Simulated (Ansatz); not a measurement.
Input file:

```yaml
crystal:
  periodic: [false, false, false]
  atoms:
    - {symbol: B, position_ang: [0.000000, 0.000000, 0.215205]}
    - {symbol: S, position_ang: [0.000000, 0.000000, -2.224635]}
    - {symbol: H, position_ang: [0.000000, 0.000000, 2.009430]}
basis:
  gaussian: {orbitals: STO-3G, fitting: {mean_field: def2-universal-jkfit}}
correlation: {active_space: {ras: {orbitals: [11, 0, 4], electrons: 22, max_holes: 2, max_particles: 2}, fixed_orbitals: true}}
accuracy: high
```

```sh
$ ansatz run in.yaml --threads 1 --pin off --events-out ev --progress --plain --max-ram 2393MiB
```

The program prints:

```
221 factors; integrals over basis functions are off by at most 8.7e-3 eV
mean field evaluation 1: about -11358.4782 eV, gradient 3.4e1 eV
mean field evaluation 2: about -11277.9754 eV, gradient 1.2e2 eV
mean field evaluation 4: about -11367.2397 eV, gradient 3.5e0 eV
mean field evaluation 8: about -11367.4386 eV, gradient 1.1e-3 eV
mean field evaluation 16: about -11364.5159 eV, gradient 2.1e0 eV
mean field evaluation 32: about -11366.5176 eV, gradient 9.8e0 eV
mean field -11367.43856835 eV, -417.7456622604 hartree, gradient 3.6e-8 eV, S^2 0.000000; 4 other end points of the search recorded, 0 dependent functions left out
reference -11367.43856835 eV, -417.7456622604 hartree; 11, 11 occupied and 4, 4 virtual orbitals, 221 factors
state -11370.83934477 eV, -417.8706384885 hartree
Total energy: -11370.83934477 eV, -417.8706384885 hartree
```

Natural occupations: 2.0000 2.0000 2.0000 2.0000 2.0000 2.0000 1.9953 1.9321 1.9075 1.9075 1.8431 0.1495 0.1033 0.1033 0.0583.

Ran on 1 thread of Arm Neoverse V1, shared host: 0.18 s wall, 0.16 GiB peak host memory.
